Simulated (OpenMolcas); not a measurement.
**Potential curves of AlN⁻: spin-free states**

Calculated with OpenMolcas 26.06: state-averaged CASSCF(9,8) over Al 3s 3p, N 2s 2p, XMS-CASPT2 (IPEA 0.25, imaginary shift 0.2 hartree), scalar X2C, ANO-RCC-VTZP, then RASSI spin–orbit state interaction with atomic mean-field integrals. C2 symmetry about the axis (a holds Σ, Δ, Γ; b holds Π, Φ, H; Σ⁺ and Σ⁻ are not told apart); roots by multiplicity and irrep: 2a 5, 2b 6, 4a 4, 4b 2.

XMS-CASPT2 energies in eV from the lowest point. Curves are followed by energy order within each symmetry, so they are adiabatic and may change character at avoided crossings; Σ⁺ and Σ⁻ are counted together.

```csv
R (Å),(1)2Σ,(1)2Π,(1)4Σ,(2)2Σ,(1)4Π,(1)4Δ,(2)4Σ
1.490,1.119,2.062,4.180,3.346,5.868,4.598,4.888
1.576,0.389,1.075,3.129,2.607,4.464,3.552,3.852
1.654,0.082,0.596,2.565,2.297,3.631,2.998,3.293
1.732,0.000,0.370,2.256,2.204,3.078,2.687,2.983
1.819,0.086,0.331,2.109,2.262,2.696,2.536,2.822
1.905,0.291,0.439,2.103,2.423,2.488,2.512,2.794
2.026,0.689,0.796,2.228,2.740,2.388,2.620,2.877
2.182,1.266,1.260,2.497,3.200,2.447,2.855,3.089
2.425,2.118,1.978,2.956,3.680,2.701,3.286,3.484
2.771,3.023,2.767,3.600,4.106,3.133,3.996,4.192
3.291,3.659,3.477,4.207,4.647,3.704,4.799,5.209
```

(1) With masses 26.982 and 14.003 u, fit the curves (1)2Σ, (1)4Σ, (2)2Σ, (2)4Σ near their minima.

Left out for impure symmetry, kinks or missing points, though low: (2)2Π, (1)2Δ, (3)2Σ, (3)2Π, (1)2Φ. Only roots inside an energy window near the equilibrium distance were included, so the list of states is not complete; labels number the states computed. Each spin and symmetry block has orbitals of its own, averaged over its own roots, so gaps between blocks are less sure than gaps within one and near the minimum can be off by tenths of an eV, in bad cases by more. No Rydberg orbitals are active, so Rydberg states, and σ→σ* states whose orbital the CASSCF left unused, can be missing between those listed. CASPT2 splits the two components of degenerate states numerically, here by up to 96 cm⁻¹. For an anion, states above the electron-detachment threshold (often below 1 to 3 eV) are held by the basis set and are not bound levels. At stretched bonds a block can hold a wrong CASSCF solution and miss its lowest state; points past a visible jump are left out. The CASPT2 reference weights are uneven, so some states carry less reliable energies. Points that failed a check (symmetry, reference weights, a jump) are left out.

Results:

(1) At XMS-CASPT2, Te from the lowest curve (the fit fixes ωe to a per cent or two; the method's Re and ωe can be off by some per cent):

| curve | Te (cm⁻¹) | Re (Å) | ωe (cm⁻¹) |
| --- | --- | --- | --- |
| (1)2Σ | 0 | 1.730 | 862.3 |
| (1)4Σ | 16870 | 1.867 | 645.5 |
| (2)2Σ | 17770 | 1.739 | 799.5 |
| (2)4Σ | 22510 | 1.888 | 586.8 |
